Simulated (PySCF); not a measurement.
**BrClFH, a complex of two parts: interaction energy**

Aim: the interaction energy of `FBr` with `Cl`.

Programs: PySCF 2.14.0. All values are calculated, for the isolated system unless a continuum is named. Atoms count from 0, parts from 1.

## 1. The system as given

4 atoms, charge 0, multiplicity 1; geometry: GFN2-xTB. Parts: 1 = atoms 0–1, `FBr`, charge 0; 2 = atoms 2–3, `Cl`, charge 0.

## 2. Relaxing the molecule at PBE0-D3(BJ)/def2-TZVPD

Job settings and geometry (Å):

```
{"job": {"xc": "PBE0", "basis": "def2-TZVPD", "d3": "d3bj", "grid": 3, "kind": "geom", "shake": 0.01}, "charge": 0, "multiplicity": 1, "parts": [{"atoms": "0-1", "charge": 0, "multiplicity": 1}, {"atoms": "2-3", "charge": 0, "multiplicity": 1}]}
Br     0.676166    -0.219607     0.119089
F     -1.035568     0.426443    -0.110688
Cl     3.201477    -1.090744     0.445741
H      3.344071    -2.367511     0.471102
```

On the command line:

```sh
$ OMP_NUM_THREADS=1 python cluster_run.py task.json out
```

This one command runs all jobs of the session in turn.

Output:

```text
step   0  E = -3134.25661389  max force = 0.029593
step   1  E = -3134.25969226  max force = 0.017320
step   2  E = -3134.26054416  max force = 0.003257
step   3  E = -3134.26059638  max force = 0.000733
step   4  E = -3134.26061800  max force = 0.000828
step   5  E = -3134.26063498  max force = 0.001112
step   6  E = -3134.26064631  max force = 0.000643
step   7  E = -3134.26064889  max force = 0.000160
optimisation converged
```

It took 87 s on 1 thread of Arm Neoverse N1, shared host; peak memory 0.58 GiB.

Relaxation path:

| step | energy from step 0 (eV) | largest force component (eV/Å) |
| --- | --- | --- |
| 0 | 0.0000 | 1.5217 |
| 1 | -0.0838 | 0.8906 |
| 2 | -0.1069 | 0.1675 |
| 3 | -0.1084 | 0.0377 |
| 4 | -0.1090 | 0.0426 |
| 5 | -0.1094 | 0.0572 |
| 6 | -0.1097 | 0.0331 |
| 7 | -0.1098 | 0.0082 |

Distances of close pairs at the start and the end, largest changes first:

| bond | before (Å) | after (Å) | change (Å) |
| --- | --- | --- | --- |
| Br0–F1 | 1.844 | 1.772 | -0.072 |
| Cl2–H3 | 1.285 | 1.282 | -0.003 |

The final coordinates are the input of the step that follows.

| at the end point | value |
| --- | --- |
| rotational constants (GHz, main isotopes) | 310.1, 1.554, 1.546 |
| dipole moment (D) | 3.03 |

Contacts at the end point (a selection, picked against the atoms' radii; other short pairs can be missing):

| atoms | distance (Å) | kind (by distance and angle) | angle (°) |
| --- | --- | --- | --- |
| Br0···Cl2 | 2.90 | halogen bond | 179 |

Against the parts relaxed at this level the binding energy is -4.57 kcal/mol, without counterpoise.

## 3. Coupled-cluster interaction energy: CCSD(T) and MP2, 2.90 Å

Job settings and geometry (Å):

```
{"job": {"kind": "intercc", "basis": "aug-cc-pVDZ", "basis_mid": "aug-cc-pVTZ", "basis_large": "aug-cc-pVQZ"}, "charge": 0, "multiplicity": 1, "parts": [{"atoms": "0-1", "charge": 0, "multiplicity": 1}, {"atoms": "2-3", "charge": 0, "multiplicity": 1}]}
Br     0.677288    -0.183093     0.119021
F     -1.003914     0.336861    -0.088115
Cl     3.412926    -1.081083     0.458215
H      3.099889    -2.324139     0.436096
```

Method: CCSD(T)/aug-cc-pVDZ and MP2/aug-cc-pVTZ, aug-cc-pVQZ counterpoise interaction energy, frozen core, gas phase.

Output:

```text
part 1, own basis, geometry of the cluster
final grid: 24680 points
cycle   1  E = -2671.8381656874  dE = -1.066e+00  |g| = 3.928e-01  |ddm| = 2.168e+00
cycle   2  E = -2671.8601824403  dE = -2.202e-02  |g| = 2.392e-01  |ddm| = 5.535e-01
cycle   3  E = -2671.8677442074  dE = -7.562e-03  |g| = 4.532e-02  |ddm| = 2.132e-01
cycle   4  E = -2671.8681024461  dE = -3.582e-04  |g| = 1.077e-02  |ddm| = 4.807e-02
cycle   5  E = -2671.8681340708  dE = -3.162e-05  |g| = 2.401e-03  |ddm| = 1.311e-02
cycle   6  E = -2671.8681355862  dE = -1.515e-06  |g| = 3.790e-04  |ddm| = 2.948e-03
cycle   7  E = -2671.8681356567  dE = -7.043e-08  |g| = 7.047e-05  |ddm| = 7.735e-04
cycle   8  E = -2671.8681356590  dE = -2.368e-09  |g| = 1.917e-05  |ddm| = 1.513e-04
cycle   9  E = -2671.8681356591  dE = -9.732e-11  |g| = 3.332e-06  |ddm| = 2.572e-05
converged SCF energy = -2671.8681356591

part 2, own basis, geometry of the cluster
final grid: 17120 points
cycle   1  E = -460.0906529458  dE = -9.440e-02  |g| = 2.114e-01  |ddm| = 1.858e+00
cycle   2  E = -460.1055727650  dE = -1.492e-02  |g| = 8.052e-02  |ddm| = 4.464e-01
cycle   3  E = -460.1072734360  dE = -1.701e-03  |g| = 1.673e-02  |ddm| = 9.306e-02
cycle   4  E = -460.1074600528  dE = -1.866e-04  |g| = 5.196e-03  |ddm| = 2.582e-02
cycle   5  E = -460.1074812636  dE = -2.121e-05  |g| = 9.783e-04  |ddm| = 9.426e-03
cycle   6  E = -460.1074819503  dE = -6.867e-07  |g| = 2.390e-04  |ddm| = 1.813e-03
cycle   7  E = -460.1074819899  dE = -3.959e-08  |g| = 3.076e-05  |ddm| = 6.626e-04
cycle   8  E = -460.1074819904  dE = -5.192e-10  |g| = 5.345e-06  |ddm| = 7.722e-05
converged SCF energy = -460.1074819904

part 1, own basis, relaxed alone
final grid: 24680 points
cycle   1  E = -2671.8397749870  dE = -1.039e+00  |g| = 3.902e-01  |ddm| = 2.180e+00
cycle   2  E = -2671.8618522969  dE = -2.208e-02  |g| = 2.289e-01  |ddm| = 5.399e-01
cycle   3  E = -2671.8687135335  dE = -6.861e-03  |g| = 4.530e-02  |ddm| = 2.042e-01
cycle   4  E = -2671.8690672529  dE = -3.537e-04  |g| = 1.062e-02  |ddm| = 4.781e-02
cycle   5  E = -2671.8690989935  dE = -3.174e-05  |g| = 2.450e-03  |ddm| = 1.295e-02
cycle   6  E = -2671.8691005876  dE = -1.594e-06  |g| = 4.041e-04  |ddm| = 2.942e-03
cycle   7  E = -2671.8691006790  dE = -9.133e-08  |g| = 9.356e-05  |ddm| = 8.181e-04
cycle   8  E = -2671.8691006845  dE = -5.542e-09  |g| = 3.827e-05  |ddm| = 2.148e-04
cycle   9  E = -2671.8691006853  dE = -7.831e-10  |g| = 1.168e-05  |ddm| = 7.714e-05
converged SCF energy = -2671.8691006853

part 2, own basis, relaxed alone
final grid: 17120 points
cycle   1  E = -460.0907644611  dE = -9.219e-02  |g| = 2.112e-01  |ddm| = 1.860e+00
cycle   2  E = -460.1056295071  dE = -1.487e-02  |g| = 8.027e-02  |ddm| = 4.464e-01
cycle   3  E = -460.1073196000  dE = -1.690e-03  |g| = 1.671e-02  |ddm| = 9.277e-02
cycle   4  E = -460.1075055187  dE = -1.859e-04  |g| = 5.181e-03  |ddm| = 2.582e-02
cycle   5  E = -460.1075265817  dE = -2.106e-05  |g| = 9.734e-04  |ddm| = 9.393e-03
cycle   6  E = -460.1075272600  dE = -6.783e-07  |g| = 2.380e-04  |ddm| = 1.801e-03
cycle   7  E = -460.1075272992  dE = -3.926e-08  |g| = 3.070e-05  |ddm| = 6.599e-04
cycle   8  E = -460.1075272997  dE = -5.143e-10  |g| = 5.332e-06  |ddm| = 7.739e-05
converged SCF energy = -460.1075272997

cluster
final grid: 5784 points
cycle   1  E = -3131.9732783103  dE = -7.834e-03  |g| = 3.471e-02  |ddm| = 3.762e-01
cycle   2  E = -3131.9741345007  dE = -8.562e-04  |g| = 1.288e-02  |ddm| = 9.663e-02
cycle   3  E = -3131.9742776383  dE = -1.431e-04  |g| = 5.008e-03  |ddm| = 3.652e-02
cycle   4  E = -3131.9742989071  dE = -2.127e-05  |g| = 1.708e-03  |ddm| = 1.710e-02
cycle   5  E = -3131.9743004799  dE = -1.573e-06  |g| = 7.976e-04  |ddm| = 3.841e-03
cycle   6  E = -3131.9743007429  dE = -2.630e-07  |g| = 2.303e-04  |ddm| = 1.544e-03
cycle   7  E = -3131.9743007701  dE = -2.722e-08  |g| = 6.059e-05  |ddm| = 5.623e-04
cycle   8  E = -3131.9743007727  dE = -2.593e-09  |g| = 1.454e-05  |ddm| = 1.909e-04
cycle   9  E = -3131.9743007729  dE = -1.464e-10  |g| = 4.586e-06  |ddm| = 3.672e-05
converged SCF energy = -3131.9743007729

part 1 in the basis of the cluster
final grid: 5784 points
cycle   1  E = -2671.8682155790  dE = -8.080e-05  |g| = 1.363e-03  |ddm| = 1.372e-01
cycle   2  E = -2671.8682162323  dE = -6.533e-07  |g| = 1.781e-04  |ddm| = 1.410e-02
cycle   3  E = -2671.8682162451  dE = -1.285e-08  |g| = 5.736e-05  |ddm| = 1.910e-03
cycle   4  E = -2671.8682162455  dE = -4.338e-10  |g| = 1.511e-05  |ddm| = 1.262e-04
converged SCF energy = -2671.8682162455

part 2 in the basis of the cluster
final grid: 5784 points
cycle   1  E = -460.1075334505  dE = -5.271e-05  |g| = 1.504e-03  |ddm| = 1.200e-01
cycle   2  E = -460.1075343788  dE = -9.283e-07  |g| = 2.361e-04  |ddm| = 1.460e-02
cycle   3  E = -460.1075344075  dE = -2.861e-08  |g| = 2.044e-05  |ddm| = 2.429e-03
cycle   4  E = -460.1075344077  dE = -2.633e-10  |g| = 3.642e-06  |ddm| = 1.165e-04
converged SCF energy = -460.1075344077

Interaction energy (kcal/mol)
  counterpoise       -3.311
  uncorrected        -4.230
  dispersion part     0.000
  deformation         0.060
  binding            -3.251

Decomposition of the uncorrected value (kcal/mol)
  electrostatic      -8.487
  Pauli              14.869
  orbital            -5.557
  dispersion          0.000
  correlation        -5.055

Charge of each part in the cluster: -0.031 0.031
part 1, own basis, geometry of the cluster
final grid: 24680 points
cycle   1  E = -2671.8473009836  dE = -1.078e+00  |g| = 4.257e-01  |ddm| = 6.753e+00
cycle   2  E = -2671.8702129905  dE = -2.291e-02  |g| = 2.654e-01  |ddm| = 9.608e-01
cycle   3  E = -2671.8786168264  dE = -8.404e-03  |g| = 4.543e-02  |ddm| = 4.235e-01
cycle   4  E = -2671.8789711764  dE = -3.543e-04  |g| = 1.241e-02  |ddm| = 5.173e-02
cycle   5  E = -2671.8790064904  dE = -3.531e-05  |g| = 3.274e-03  |ddm| = 2.214e-02
cycle   6  E = -2671.8790088041  dE = -2.314e-06  |g| = 4.797e-04  |ddm| = 5.042e-03
cycle   7  E = -2671.8790089047  dE = -1.007e-07  |g| = 9.901e-05  |ddm| = 1.073e-03
cycle   8  E = -2671.8790089097  dE = -4.957e-09  |g| = 3.260e-05  |ddm| = 2.606e-04
cycle   9  E = -2671.8790089101  dE = -4.061e-10  |g| = 7.773e-06  |ddm| = 6.779e-05
converged SCF energy = -2671.8790089101

part 2, own basis, geometry of the cluster
final grid: 17120 points
cycle   1  E = -460.0943032184  dE = -9.539e-02  |g| = 2.134e-01  |ddm| = 2.006e+00
cycle   2  E = -460.1092841181  dE = -1.498e-02  |g| = 8.672e-02  |ddm| = 4.022e-01
cycle   3  E = -460.1110294938  dE = -1.745e-03  |g| = 1.747e-02  |ddm| = 1.447e-01
cycle   4  E = -460.1112290677  dE = -1.996e-04  |g| = 5.826e-03  |ddm| = 3.179e-02
cycle   5  E = -460.1112552123  dE = -2.614e-05  |g| = 1.040e-03  |ddm| = 1.405e-02
cycle   6  E = -460.1112559835  dE = -7.712e-07  |g| = 2.604e-04  |ddm| = 2.785e-03
cycle   7  E = -460.1112560284  dE = -4.497e-08  |g| = 3.860e-05  |ddm| = 7.528e-04
cycle   8  E = -460.1112560292  dE = -7.566e-10  |g| = 6.370e-06  |ddm| = 1.381e-04
converged SCF energy = -460.1112560292

part 1, own basis, relaxed alone
final grid: 24680 points
cycle   1  E = -2671.8490003743  dE = -1.051e+00  |g| = 4.231e-01  |ddm| = 6.770e+00
cycle   2  E = -2671.8719766773  dE = -2.298e-02  |g| = 2.554e-01  |ddm| = 9.471e-01
cycle   3  E = -2671.8796510256  dE = -7.674e-03  |g| = 4.525e-02  |ddm| = 4.176e-01
cycle   4  E = -2671.8799989624  dE = -3.479e-04  |g| = 1.213e-02  |ddm| = 5.090e-02
cycle   5  E = -2671.8800341556  dE = -3.519e-05  |g| = 3.329e-03  |ddm| = 2.147e-02
cycle   6  E = -2671.8800365664  dE = -2.411e-06  |g| = 5.132e-04  |ddm| = 5.049e-03
cycle   7  E = -2671.8800366986  dE = -1.322e-07  |g| = 1.315e-04  |ddm| = 1.177e-03
cycle   8  E = -2671.8800367092  dE = -1.058e-08  |g| = 5.453e-05  |ddm| = 3.358e-04
cycle   9  E = -2671.8800367108  dE = -1.647e-09  |g| = 1.578e-05  |ddm| = 1.320e-04
cycle  10  E = -2671.8800367110  dE = -1.901e-10  |g| = 2.936e-06  |ddm| = 5.293e-05
converged SCF energy = -2671.8800367110

part 2, own basis, relaxed alone
final grid: 17120 points
cycle   1  E = -460.0944201838  dE = -9.317e-02  |g| = 2.131e-01  |ddm| = 2.008e+00
cycle   2  E = -460.1093467738  dE = -1.493e-02  |g| = 8.647e-02  |ddm| = 4.018e-01
cycle   3  E = -460.1110815518  dE = -1.735e-03  |g| = 1.744e-02  |ddm| = 1.439e-01
cycle   4  E = -460.1112804573  dE = -1.989e-04  |g| = 5.810e-03  |ddm| = 3.164e-02
cycle   5  E = -460.1113064405  dE = -2.598e-05  |g| = 1.035e-03  |ddm| = 1.396e-02
cycle   6  E = -460.1113072024  dE = -7.618e-07  |g| = 2.592e-04  |ddm| = 2.773e-03
cycle   7  E = -460.1113072469  dE = -4.455e-08  |g| = 3.849e-05  |ddm| = 7.494e-04
cycle   8  E = -460.1113072477  dE = -7.556e-10  |g| = 6.361e-06  |ddm| = 1.379e-04
converged SCF energy = -460.1113072477

cluster
final grid: 5784 points
cycle   1  E = -3131.9879494536  dE = -7.998e-03  |g| = 3.602e-02  |ddm| = 3.494e-01
cycle   2  E = -3131.9888383652  dE = -8.889e-04  |g| = 1.363e-02  |ddm| = 7.865e-02
cycle   3  E = -3131.9889843743  dE = -1.460e-04  |g| = 5.450e-03  |ddm| = 3.383e-02
cycle   4  E = -3131.9890098539  dE = -2.548e-05  |g| = 1.810e-03  |ddm| = 1.750e-02
cycle   5  E = -3131.9890115923  dE = -1.738e-06  |g| = 8.194e-04  |ddm| = 4.456e-03
cycle   6  E = -3131.9890118827  dE = -2.904e-07  |g| = 2.627e-04  |ddm| = 1.658e-03
cycle   7  E = -3131.9890119134  dE = -3.067e-08  |g| = 7.116e-05  |ddm| = 6.168e-04
cycle   8  E = -3131.9890119169  dE = -3.466e-09  |g| = 1.847e-05  |ddm| = 2.347e-04
cycle   9  E = -3131.9890119170  dE = -1.555e-10  |g| = 6.093e-06  |ddm| = 5.826e-05
converged SCF energy = -3131.9890119170

part 1 in the basis of the cluster
final grid: 5784 points
cycle   1  E = -2671.8790392230  dE = -3.058e-05  |g| = 8.047e-04  |ddm| = 1.690e-01
cycle   2  E = -2671.8790394005  dE = -1.775e-07  |g| = 7.748e-05  |ddm| = 1.466e-02
cycle   3  E = -2671.8790394027  dE = -2.188e-09  |g| = 1.592e-05  |ddm| = 1.650e-03
cycle   4  E = -2671.8790394027  dE = -4.002e-11  |g| = 4.472e-06  |ddm| = 6.665e-05
converged SCF energy = -2671.8790394027

part 2 in the basis of the cluster
final grid: 5784 points
cycle   1  E = -460.1112744290  dE = -1.912e-05  |g| = 8.482e-04  |ddm| = 1.725e-01
cycle   2  E = -460.1112747361  dE = -3.071e-07  |g| = 1.228e-04  |ddm| = 1.832e-02
cycle   3  E = -460.1112747446  dE = -8.538e-09  |g| = 1.075e-05  |ddm| = 2.690e-03
cycle   4  E = -460.1112747447  dE = -7.526e-11  |g| = 1.587e-06  |ddm| = 1.185e-04
converged SCF energy = -460.1112747447

Interaction energy (kcal/mol)
  counterpoise       -3.854
  uncorrected        -4.559
  dispersion part     0.000
  deformation         0.143
  binding            -3.711

Decomposition of the uncorrected value (kcal/mol)
  electrostatic      -8.368
  Pauli              14.839
  orbital            -5.685
  dispersion          0.000
  correlation        -5.345

Charge of each part in the cluster: -0.031 0.031
part 1 in the basis of the cluster: E(HF) = -2671.766496363  E2 = -0.353320397  E(CCSD corr) = -0.364676525  (T) = -0.010367902
part 2 in the basis of the cluster: E(HF) = -460.092820549  E2 = -0.159782954  E(CCSD corr) = -0.176289811  (T) = -0.004033124
cluster: E(HF) = -3131.857772556  E2 = -0.517784572  E(CCSD corr) = -0.543549391  (T) = -0.015050397

Counterpoise interaction energy (kcal/mol)
  hf_small                   0.969
  mp2_small                 -1.968
  ccsd_small                -0.652
  ccsdt_small               -1.059
  hf_large                   0.817
  mp2_large                 -3.854
  hf_middle                  0.910
  mp2_middle                -3.311
  scs_mp2_large             -2.562
  mp2_limit                 -4.182
  ccsdt_less_mp2             0.909
  ccsdt_limit_estimate      -3.273
  bsse_mp2_large             0.706
```

Run time: 2.8 min. Hardware: 1 thread of Arm Neoverse N1, shared host; peak memory 0.94 GiB.

Contacts at this geometry (a selection, picked against the atoms' radii; other short pairs can be missing):

| atoms | distance (Å) | kind (by distance and angle) | angle (°) |
| --- | --- | --- | --- |
| Br0···Cl2 | 2.90 | halogen bond | 179 |

| method | interaction energy (kcal/mol) | from CCSD(T), limit estimate (kcal/mol) |
| --- | --- | --- |
| HF/aug-cc-pVDZ | 0.97 | +4.24 |
| MP2/aug-cc-pVDZ | -1.97 | +1.30 |
| CCSD/aug-cc-pVDZ | -0.65 | +2.62 |
| CCSD(T)/aug-cc-pVDZ | -1.06 | +2.21 |
| HF/aug-cc-pVQZ | 0.82 | +4.09 |
| MP2/aug-cc-pVQZ | -3.85 | -0.58 |
| SCS-MP2/aug-cc-pVQZ | -2.56 | +0.71 |
| MP2, extrapolated | -4.18 | -0.91 |
| CCSD(T), limit estimate | -3.27 | 0 |

These energies keep the parts at their geometry in the cluster; deforming them to it costs 0.14 kcal/mol (MP2).

## 4. Coupled-cluster interaction energy: CCSD(T) and MP2, 3.04 Å

Same as in step 3 but for these lines:

```diff
@@ -3,3 +3,3 @@
 F     -1.003914     0.336861    -0.088115
-Cl     3.412926    -1.081083     0.458215
-H      3.099889    -2.324139     0.436096
+Cl     3.549708    -1.125982     0.475175
+H      3.236671    -2.369039     0.453056
```

With the program's defaults for keys left out, this is: CCSD(T)/aug-cc-pVDZ and MP2/aug-cc-pVTZ, aug-cc-pVQZ counterpoise interaction energy, frozen core, gas phase.

Output:

```text
part 1, own basis, geometry of the cluster: E = -2671.8681356591 (as before)

part 2, own basis, geometry of the cluster: E = -460.1074819904 (as before)

part 1, own basis, relaxed alone: E = -2671.8691006853 (as before)

part 2, own basis, relaxed alone: E = -460.1075272997 (as before)

cluster
final grid: 5784 points
cycle   1  E = -3131.9754604286  dE = -4.960e-03  |g| = 2.694e-02  |ddm| = 3.078e-01
cycle   2  E = -3131.9759801834  dE = -5.198e-04  |g| = 9.659e-03  |ddm| = 7.462e-02
cycle   3  E = -3131.9760625124  dE = -8.233e-05  |g| = 3.743e-03  |ddm| = 2.741e-02
cycle   4  E = -3131.9760740773  dE = -1.156e-05  |g| = 1.036e-03  |ddm| = 1.242e-02
cycle   5  E = -3131.9760749136  dE = -8.363e-07  |g| = 2.940e-04  |ddm| = 3.006e-03
cycle   6  E = -3131.9760749709  dE = -5.734e-08  |g| = 1.455e-04  |ddm| = 7.551e-04
cycle   7  E = -3131.9760749793  dE = -8.380e-09  |g| = 4.706e-05  |ddm| = 3.000e-04
cycle   8  E = -3131.9760749805  dE = -1.219e-09  |g| = 1.294e-05  |ddm| = 1.206e-04
cycle   9  E = -3131.9760749806  dE = -1.255e-10  |g| = 4.724e-06  |ddm| = 3.591e-05
converged SCF energy = -3131.9760749806

part 1 in the basis of the cluster
final grid: 5784 points
cycle   1  E = -2671.8682031288  dE = -6.841e-05  |g| = 1.249e-03  |ddm| = 1.280e-01
cycle   2  E = -2671.8682037118  dE = -5.830e-07  |g| = 1.633e-04  |ddm| = 1.305e-02
cycle   3  E = -2671.8682037232  dE = -1.146e-08  |g| = 5.081e-05  |ddm| = 1.757e-03
cycle   4  E = -2671.8682037236  dE = -3.447e-10  |g| = 1.412e-05  |ddm| = 1.072e-04
converged SCF energy = -2671.8682037236

part 2 in the basis of the cluster
final grid: 5784 points
cycle   1  E = -460.1075281198  dE = -4.731e-05  |g| = 1.431e-03  |ddm| = 1.099e-01
cycle   2  E = -460.1075289716  dE = -8.518e-07  |g| = 2.285e-04  |ddm| = 1.305e-02
cycle   3  E = -460.1075289984  dE = -2.675e-08  |g| = 1.937e-05  |ddm| = 2.151e-03
cycle   4  E = -460.1075289986  dE = -2.350e-10  |g| = 3.423e-06  |ddm| = 1.118e-04
converged SCF energy = -460.1075289986

Interaction energy (kcal/mol)
  counterpoise       -3.499
  uncorrected        -4.256
  dispersion part     0.000
  deformation         0.060
  binding            -3.438

Decomposition of the uncorrected value (kcal/mol)
  electrostatic      -5.768
  Pauli               8.977
  orbital            -3.498
  dispersion          0.000
  correlation        -3.967

Charge of each part in the cluster: -0.022 0.022
part 1, own basis, geometry of the cluster: E = -2671.8790089101 (as before)

part 2, own basis, geometry of the cluster: E = -460.1112560292 (as before)

part 1, own basis, relaxed alone: E = -2671.8800367110 (as before)

part 2, own basis, relaxed alone: E = -460.1113072477 (as before)

cluster
final grid: 5784 points
cycle   1  E = -3131.9901210774  dE = -5.116e-03  |g| = 2.818e-02  |ddm| = 2.931e-01
cycle   2  E = -3131.9906677235  dE = -5.466e-04  |g| = 1.029e-02  |ddm| = 6.280e-02
cycle   3  E = -3131.9907528663  dE = -8.514e-05  |g| = 4.076e-03  |ddm| = 2.605e-02
cycle   4  E = -3131.9907667473  dE = -1.388e-05  |g| = 1.131e-03  |ddm| = 1.293e-02
cycle   5  E = -3131.9907676736  dE = -9.263e-07  |g| = 3.597e-04  |ddm| = 3.398e-03
cycle   6  E = -3131.9907677537  dE = -8.009e-08  |g| = 1.573e-04  |ddm| = 9.659e-04
cycle   7  E = -3131.9907677637  dE = -1.003e-08  |g| = 5.368e-05  |ddm| = 3.357e-04
cycle   8  E = -3131.9907677652  dE = -1.508e-09  |g| = 1.605e-05  |ddm| = 1.449e-04
cycle   9  E = -3131.9907677653  dE = -1.328e-10  |g| = 5.727e-06  |ddm| = 4.799e-05
converged SCF energy = -3131.9907677653

part 1 in the basis of the cluster
final grid: 5784 points
cycle   1  E = -2671.8790361830  dE = -2.764e-05  |g| = 7.537e-04  |ddm| = 1.547e-01
cycle   2  E = -2671.8790363433  dE = -1.603e-07  |g| = 7.252e-05  |ddm| = 1.324e-02
cycle   3  E = -2671.8790363453  dE = -1.988e-09  |g| = 1.436e-05  |ddm| = 1.488e-03
cycle   4  E = -2671.8790363453  dE = -2.274e-11  |g| = 4.471e-06  |ddm| = 5.910e-05
converged SCF energy = -2671.8790363453

part 2 in the basis of the cluster
final grid: 5784 points
cycle   1  E = -460.1112725428  dE = -1.724e-05  |g| = 8.080e-04  |ddm| = 1.472e-01
cycle   2  E = -460.1112728237  dE = -2.809e-07  |g| = 1.177e-04  |ddm| = 1.566e-02
cycle   3  E = -460.1112728316  dE = -7.874e-09  |g| = 1.025e-05  |ddm| = 2.343e-03
cycle   4  E = -460.1112728316  dE = -6.753e-11  |g| = 1.510e-06  |ddm| = 1.086e-04
converged SCF energy = -460.1112728316

Interaction energy (kcal/mol)
  counterpoise       -3.906
  uncorrected        -4.517
  dispersion part     0.000
  deformation         0.143
  binding            -3.763

Decomposition of the uncorrected value (kcal/mol)
  electrostatic      -5.722
  Pauli               9.022
  orbital            -3.616
  dispersion          0.000
  correlation        -4.201

Charge of each part in the cluster: -0.022 0.022
part 1 in the basis of the cluster: E(HF) = -2671.766458082  E2 = -0.353175268  E(CCSD corr) = -0.364520234  (T) = -0.010353132
part 2 in the basis of the cluster: E(HF) = -460.092787545  E2 = -0.159654907  E(CCSD corr) = -0.176151252  (T) = -0.004018241
cluster: E(HF) = -3131.859691305  E2 = -0.516585452  E(CCSD corr) = -0.542846952  (T) = -0.014881849

Counterpoise interaction energy (kcal/mol)
  hf_small                  -0.280
  mp2_small                 -2.636
  ccsd_small                -1.645
  ccsdt_small               -1.965
  hf_large                  -0.288
  mp2_large                 -3.906
  hf_middle                 -0.215
  mp2_middle                -3.499
  scs_mp2_large             -2.912
  mp2_limit                 -4.151
  ccsdt_less_mp2             0.671
  ccsdt_limit_estimate      -3.479
  bsse_mp2_large             0.611
```

It took 2.8 min on 1 thread of Arm Neoverse N1, shared host; peak memory 1 GiB.

Contacts at this geometry (a selection, picked against the atoms' radii; other short pairs can be missing):

| atoms | distance (Å) | kind (by distance and angle) | angle (°) |
| --- | --- | --- | --- |
| Br0···Cl2 | 3.04 | halogen bond | 179 |

Differences are taken before rounding.

| method | interaction energy (kcal/mol) | from CCSD(T), limit estimate (kcal/mol) |
| --- | --- | --- |
| HF/aug-cc-pVDZ | -0.28 | +3.20 |
| MP2/aug-cc-pVDZ | -2.64 | +0.84 |
| CCSD/aug-cc-pVDZ | -1.64 | +1.83 |
| CCSD(T)/aug-cc-pVDZ | -1.97 | +1.51 |
| HF/aug-cc-pVQZ | -0.29 | +3.19 |
| MP2/aug-cc-pVQZ | -3.91 | -0.43 |
| SCS-MP2/aug-cc-pVQZ | -2.91 | +0.57 |
| MP2, extrapolated | -4.15 | -0.67 |
| CCSD(T), limit estimate | -3.48 | 0 |

These energies keep the parts at their geometry in the cluster; deforming them to it costs 0.14 kcal/mol (MP2).

(Part 1 of 3 ends here.)
